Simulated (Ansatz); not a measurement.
A geometry relaxed with PBE-D3(BJ)/def2-TZVP (Ansatz, a program for electronic structure), charge 0, multiplicity 2:

```xyz
4

H      1.0809    -0.1156    -0.0008
C      0.0000     0.0000     0.0000
H     -0.6405    -0.8782     0.0052
H     -0.4403     0.9938    -0.0044
```

### Question
Write the SMILES of this molecule.

### Answer
`[CH3]`
